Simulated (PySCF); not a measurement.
**NaP (triplet): changing the method**

Aim: see what other levels and later steps give for NaP (triplet).

Method: method and basis as typed in the scripts; program: PySCF 2.14.0.

3 further runs of the same task are left out: 3 that didn't finish.

## Step 1: The system as given

NaP (triplet): 2 atoms, charge 0, spin multiplicity 3.

Bond lengths: Na1–P2 2.640 Å.

## Step 2: The run that the others are compared with

Contents of input.py:

```python
from pyscf import gto, scf, mcscf

mol = gto.M(
    atom='Na 0 0 0; P 0 0 2.64',
    basis='lanl2dz',
    ecp={'Na': 'lanl2dz', 'P': 'lanl2dz'},
    charge=0,
    spin=2,
    verbose=3,
)
mf = scf.ROHF(mol)
mf.kernel()
mc = mcscf.CASSCF(mf, 4, 2)
mc.kernel()
mc.analyze()
mf.dip_moment()
print('orbital energies (hartree):', mf.mo_energy[..., max(0, mol.nelec[1]-3):mol.nelec[0]+3].round(4))
```

Started as:

```
$ python input.py
```

## Step 3: Mn15 (ROKS)

Variant 1 changes functional: none (Hartree–Fock) → mn15; SCF type: ROHF → ROKS; step after the SCF: casscf → analyze.

Changes to input.py since step 2:

```diff
@@ -1,2 +1,2 @@
-from pyscf import gto, scf, mcscf
+from pyscf import gto, dft
 
@@ -10,7 +10,5 @@
 )
-mf = scf.ROHF(mol)
+mf = dft.ROKS(mol, xc='mn15')
 mf.kernel()
-mc = mcscf.CASSCF(mf, 4, 2)
-mc.kernel()
-mc.analyze()
+mf.mulliken_pop()
 mf.dip_moment()
```

## Step 4: RHF

Variant 2 changes SCF type: ROHF → RHF.

Changes to input.py since step 2:

```diff
@@ -10,3 +10,3 @@
 )
-mf = scf.ROHF(mol)
+mf = scf.RHF(mol)
 mf.kernel()
```

## Step 5: Wb97 (ROKS)

Variant 3 changes functional: none (Hartree–Fock) → wb97; SCF type: ROHF → ROKS; step after the SCF: casscf → analyze.

Changes to input.py since step 2:

```diff
@@ -1,2 +1,2 @@
-from pyscf import gto, scf, mcscf
+from pyscf import gto, dft
 
@@ -10,7 +10,5 @@
 )
-mf = scf.ROHF(mol)
+mf = dft.ROKS(mol, xc='wb97')
 mf.kernel()
-mc = mcscf.CASSCF(mf, 4, 2)
-mc.kernel()
-mc.analyze()
+mf.mulliken_pop()
 mf.dip_moment()
```

## Step 6: UHF

Variant 4 changes SCF type: ROHF → UHF.

Contents of input.py:

```python
from pyscf import gto, scf, mcscf

mol = gto.M(
    atom='Na 0 0 0; P 0 0 2.64',
    basis='lanl2dz',
    ecp={'Na': 'lanl2dz', 'P': 'lanl2dz'},
    charge=0,
    spin=2,
    verbose=3,
)
mf = scf.UHF(mol)
mf.kernel()
mc = mcscf.CASSCF(mf, 4, 2)
mc.kernel()
mc.analyze()
mf.dip_moment()
print('orbital energies (hartree):', [e[max(0, n-3):n+3].round(4) for e, n in zip(mf.mo_energy, mol.nelec)])
```

**Question.** What will these runs give? Wanted: for each run, E(SCF); from base; SCF dipole; after the SCF.

As calculated:

| run | E(SCF) (hartree) | from base (eV) | SCF dipole (D) | after the SCF |
| --- | --- | --- | --- | --- |
| base | -6.466602 | 0 | 9.11 | CASSCF correlation -0.042 eV |
| mn15 (ROKS) | -6.578903 | not comparable | 7.70 | n/a |
| RHF | -6.466602 | 0.0000 | 9.11 | CASSCF correlation -0.042 eV |
| wb97 (ROKS) | -6.606333 | not comparable | 9.06 | n/a |
| UHF | -6.494059 | -0.7472 | 6.24 | CASSCF correlation 0.705 eV |

What this shows: With RHF the SCF ends at the base energy. Total energies of different functionals can't be compared with each other; differences within one functional can.
